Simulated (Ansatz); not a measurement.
Results of the Gaussian-basis code of Ansatz.

Basis-set series for C4H2N, SMILES `C#C[CH]C#N` radical. Total charge 0; spin multiplicity 2. Geometry: relaxed with PBE0-D4/def2-TZVP.

```
functional       basis  functions  energy (Eh)  HOMO (eV)  LUMO (eV)
   PBE0-D4    def2-SVP         80   -207.84278      -7.19      -3.72
   PBE0-D4  def2-QZVPP        345   -208.08545      -7.28      -3.84
   ωB97M-V    def2-SVP         80   -208.01265      -9.05      -1.78
   ωB97M-V  def2-QZVPP        345   -208.26342      -9.17      -1.98
```

(1) Give the rows for def2-TZVPP. (Estimate.)

Answers

(1) The calculation gave: 
| functional | basis | functions | energy (Eh) | HOMO (eV) | LUMO (eV) |
| --- | --- | --- | --- | --- | --- |
| PBE0-D4 | def2-TZVPP | 183 | -208.07475 | -7.26 | -3.82 |
| ωB97M-V | def2-TZVPP | 183 | -208.25388 | -9.15 | -1.95 |

HOMO and LUMO are taken over both spins.
